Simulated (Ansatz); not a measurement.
# How far each method lies from UCCSDT(Q) for [H···H···CH3], doublet

Geometry: a point of a hydrogen-transfer path between rigid fragments, not a stationary point.

```xyz
6

H    -2.0889    0.0000    0.0000
H    -1.3439    0.0000    0.0000
C     0.2301    0.0000    0.0000
H     0.2301   -1.0800    0.0000
H     0.2301    0.5400    0.9353
H     0.2301    0.5400   -0.9353
```

Basis cc-pVDZ; Ansatz 0.2.0. Only valence electrons are correlated (noble-gas cores frozen), which leaves 9 electrons in 38 orbitals. Prefix R: restricted or restricted open-shell reference; prefix U: unrestricted. Active spaces: valence = (9e, 9o) chosen from the atoms' valence shells; pair = (3e, 3o) about the gap.

Full CI isn't at hand for all of this; UCCSDT(Q) serves as the reference, and is uncertain by about the last step of the cluster series. The frozen core follows each run's orbitals, which can shift R against U totals by a few meV.

For open shells CISD is restricted-active-space CI with the open shells as a complete middle space.

- UHF ⟨S²⟩: 0.771
- T1 diagnostic (RCCSD): 0.0197
- largest doubles amplitude (RCCSD): 0.043
- T1 diagnostic (UCCSD): 0.0110

```csv
level,E − E(UCCSDT(Q)) (kcal/mol),share of correlation (%),wall time
RHF,126.79,0.00,–
UHF,123.01,2.98,–
RMP2,21.66,82.91,–
UMP2,21.69,82.90,–
CISD,9.07,92.85,0.66 s
RCCSD,2.65,97.91,–
UCCSD,2.61,97.94,–
RCCSD(T),0.42,99.67,0.45 s
UCCSD(T),0.42,99.67,0.45 s
BCCD(T),0.42,99.66,0.66 s
RCCSDT,0.10,99.92,–
UCCSDT,0.09,99.93,–
RCCSDT(Q),0.01,99.99,9.5 s
CASSCF (pair space),115.21,9.13,–
NEVPT2 (pair space),20.45,83.87,0.27 s
CASSCF (valence space),75.83,40.20,–
NEVPT2 (valence space),18.52,85.39,1.8 s
NEVPT4(SD) (valence space),2.07,98.37,2.8 s
MRCISD (valence space),3.31,97.39,–
MRCISD+Q (valence space),0.16,99.88,3.2 s
```

The correlation energy at UCCSDT(Q), counted from RHF, is -5.498 eV. That run took 8 s on 1 thread of Intel Xeon 6975P-C, shared host.

Times hold each run's SCF and search for its determinant on a shared host, so for small cases they say little of a method's own cost; they ran on 1 thread of Intel Xeon 6975P-C.

Natural occupations of CASSCF (valence space) about the gap: 1.982 1.978 1.978 1.975 1.000 0.026 0.022 0.019 0.019; effectively unpaired electrons, Σ n²(2−n)², 1.01.
